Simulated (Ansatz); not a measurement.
Ansatz (a program for electronic structure) input (MP2/3-21G): The .json file is the Basis Set Exchange's 3-21G.

Ansatz 0.2 input:
```yaml
crystal:
  periodic: [false, false, false]
  atoms:
    - {symbol: S, position_ang: [0.00184013, 0.00030176, 0.10309296]}
    - {symbol: H, position_ang: [-0.00752722, 0.96781232, -0.82771199]}
    - {symbol: H, position_ang: [-0.02191490, -0.97264043, -0.82177540]}
basis:
  gaussian:
    orbitals: 3-21G.json
magnetization: {spin_polarized: false}
correlation: {method: mp2, electrons: outside_noble_gas}
```

Output:

```
Functional definition: HF
integrals: 0.00 GiB planned
175 factors; integrals over basis functions are off by at most 5.5e-4 eV
mean field: 0.04 GiB planned
mean field evaluation 1: about -10794.3097 eV, gradient 1.2e1 eV
mean field evaluation 2: about -10794.3077 eV, gradient 1.2e1 eV
mean field evaluation 4: about -10794.8710 eV, gradient 5.9e-1 eV
mean field evaluation 8: about -10794.8720 eV, gradient 2.7e-6 eV
mean field -10794.87202886 eV, -396.7042300337 hartree, gradient 1.3e-6 eV, S^2 0.000000; 0 other end points of the search recorded, 0 dependent functions left out
5 core orbitals not correlated
reference -10794.87202886 eV, -396.7042300337 hartree; 4, 4 occupied and 8, 8 virtual orbitals, 175 factors
second order -1.67521514 eV of doubles, -0.00000000 eV of singles
Total energy: -10796.54724400 eV, -396.7657930544 hartree
```

The geometry given is a B3LYP-D3(BJ)/def2-TZVP minimum.
